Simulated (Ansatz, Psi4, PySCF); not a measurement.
Molecule: hydrogen chloride, HCl (charge 0, singlet). SMILES: Cl
Geometry from a B3LYP-D3(BJ)/def2-TZVP (Ansatz, an electronic-structure program) optimisation:
```
Cl
H 1 1.2820
```

Wanted: atomisation energy, in kcal/mol. Set-up: frozen cores in correlated levels; atomisation electronic, to ground-state atoms; spin-orbit terms left out; LANL2DZ with its own core potentials from Na on; 6-311+G** with 5d, 6d on Na to Ar in Ansatz; open shells spin-unrestricted; 6-31G* and kin with 6d, 5d where marked; non-relativistic. CBS marks a two-point X^-3 extrapolation of the correlation energy; Hartree-Fock from the larger set (for Q and 5 zeta extrapolated as (X+1)exp(-9√X)). Ab initio and DFT rows: single points at B3LYP-D3(BJ) geometries (Ansatz).

Coupled cluster (Ansatz) is a level with limits of its own, used here on species with T1 under 0.025 (0.045 for open shells) and stable references: CCSD(T)/CBS(cc-pV(Q+d)Z,cc-pV(5+d)Z).

Value to compare with, CCSD(T)/CBS(cc-pV(Q+d)Z,cc-pV(5+d)Z) (Ansatz): 107.4 kcal/mol.

```csv
level,program,atomisation energy (kcal/mol),difference
HF/STO-3G,Ansatz,79.4,-28.0
HF/LANL2DZ,Ansatz,61.4,-46.0
SVWN5/6-31G*,Ansatz,114.9,7.5
PBE/STO-3G,Ansatz,110.4,3.0
PBE/LANL2DZ,Ansatz,92.5,-14.9
PBE/6-31G*,Ansatz,101.5,-5.9
PBE/6-311+G**,Ansatz,104.8,-2.6
BP86/def2-SVP,PySCF,106.2,-1.2
B3LYP/6-31G*,Ansatz,99.9,-7.5
B3LYP/cc-pVDZ,Ansatz,101.9,-5.5
wB97X-D/6-31G*,Psi4,100.8,-6.6
wB97X-D/6-311+G**,Psi4,104.3,-3.1
MP2/6-31G*,Ansatz,88.9,-18.5
PBE/def2-TZVPD,Ansatz,106.3,-1.1
r2SCAN-D4/def2-TZVPD,Ansatz + dftd4,105.9,-1.5
PBE0/def2-TZVPD,Ansatz,104.7,-2.7
```

Among the 13 habitual levels, HF/LANL2DZ lies farthest from CCSD(T)/CBS(cc-pV(Q+d)Z,cc-pV(5+d)Z) (Ansatz) (-46.0 kcal/mol) and BP86/def2-SVP nearest (-1.2); 2 of 13 lie above it, and their mean absolute difference is 11.6 kcal/mol, the median 6.6. One case shows no general order.

The levels are drawn from those run, B3LYP/6-31G* more often than the rest, none by its result; runs whose electronic state is in doubt are left out.
